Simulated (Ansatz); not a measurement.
**Structure relaxation of WF**

Computed with DFT PBE, scalar-relativistic, plane waves, PAW (Ansatz 0.2.0). Cutoff 420 eV, Γ-centred k mesh, Gaussian smearing, no spin polarisation in the final step.

The start puts WF on the zinc blende structure type (F-43m, No. 216), with W in place of Zn, F in place of S, at a guessed volume.

```yaml
crystal:
  lattice:
    - [0.00000, 2.45905, 2.45905]
    - [2.45905, 0.00000, 2.45905]
    - [2.45905, 2.45905, 0.00000]
  atoms:
    - { symbol: W, position: [0.00000, 0.00000, 0.00000] }
    - { symbol: F, position: [0.75000, 0.75000, 0.75000] }
```

Cell and atoms relax at zero pressure; the relaxation can't lower the symmetry of the start. After a coarse first stage the cell is made exact in the group found at 0.06 Å.

Energies over the elements count from the elements' standard structures at the same level (F₂ as a molecule), with no empirical corrections.

**Question.** Describe the relaxed structure.

**Answer.** It keeps F-43m (No. 216). The result has the zinc blende structure. Conventional cell: a = 4.848 Å. W has 4 F at 2.10 Å; around F lie 4 W at 2.10 Å.

```
W F
1.0
     0.00000    2.42419    2.42419
     2.42419    0.00000    2.42419
     2.42419    2.42419    0.00000
W F
1 1
Direct
  0.00000 0.00000 0.00000
  0.75000 0.75000 0.75000
```

**Question.** What are its volume, energy, density and gap?

**Answer.** The volume per atom is 14.25 Å³ and the density is 11.82 g/cm³. The energy over the elements is 0.90 eV/atom and the gap on the 20×20×20 mesh is 0 eV (a metal).

The final run used a 20×20×20 mesh on its 2-atom cell and 0.10 eV smearing. For metals, differences of a few meV/atom aren't resolved. Spin–orbit coupling is left out. A structure relaxed within its symmetry needn't be a true minimum. The steps took roughly 28 core-seconds in all.

Cost: 3 runs of about 0.47 core-minutes in all, on Intel Xeon 6975P-C (Granite Rapids) (shared hosts).